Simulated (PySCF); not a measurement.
Gas-phase reaction: 2 B(OH)3 + 4 BO ⇌ BH + 5 HBO2

Method: PySCF energies plus ideal-gas RRHO corrections (1 bar). † marks an energy on the PBE0/def2-TZVP geometry and frequencies; other levels use their own. CCSD(T) freezes the core. 6-31G* has spherical d functions here. Open shells (unrestricted): BO (multiplicity 2); the rest are closed-shell singlets. B3LYP is the form with VWN-RPA correlation. CCSD(T) isn't extrapolated to the basis-set limit; its ΔH°(298 K) is -310.0 kJ in def2-SVP and -326.5 kJ in def2-TZVPP. The harmonic model lacks anharmonicity and excited electronic states, which grow with temperature; levels with a mode under 35 cm⁻¹ are left out. Internal rotation in B(OH)3 is treated as a harmonic vibration of one conformer, which makes the entropy rough.

```tsv
level	ΔE electronic, kJ	ΔH°(298 K), kJ	ΔS°(298 K), J/K	ΔG°(1400 K), kJ
B3LYP/6-31G*	-343	-363	34	-410
CCSD(T)/def2-SVP†	-290	-310	31	-353
CCSD(T)/def2-TZVPP†	-306	-326	31	-369
HF/def2-TZVP†	-170	-190	31	-233
PBE0/def2-QZVP†	-294	-314	31	-356
r2SCAN/def2-TZVP†	-244	-264	31	-307
LDA/def2-TZVP†	-330	-350	31	-393
```
ΔH° is lowest at B3LYP/6-31G* and highest at HF/def2-TZVP†. No reference value is set beside these.
